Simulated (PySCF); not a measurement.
Question: What does the GFN2-xTB structure of `C=CSC` ((methylthio)ethene) look like in three dimensions?

Answer: 
```
atom  x, y, z in Å
C1     1.4780   -0.3436   -0.2071
C2     1.0108    0.6195    0.5698
S3    -0.6575    1.0521    0.8647
C4    -1.5758   -0.1124   -0.1814
H5     2.5384   -0.5006   -0.3017
H6     0.8467   -1.0070   -0.7710
H7     1.6635    1.2718    1.1295
H8    -1.3920   -1.1285    0.1548
H9    -1.2776    0.0174   -1.2174
H10   -2.6255    0.1359   -0.0627
```

Any rigid rotation of these coordinates is as good. Atoms count from 1 in this order. Of the pairs four or more bonds apart, C4···H6 is among the closest relative to their van der Waals radii: 2.65 Å, 91 % of the sum of Bondi's values. The C–S distances run from 1.749 Å (C2–S3, drawn single) to 1.815 Å (S3–C4, drawn single), a spread of 0.066 Å. The 4 heavy atoms lie in one plane (0.005 Å rms).

Bonds between heavy atoms (Å): C1=C2 1.323, C2–S3 1.749, S3–C4 1.815.

The geometry is computed with GFN2-xTB (gas phase).

No frequency check. The numbers are those of one conformer (C1–C2–S3–C4 -1°).
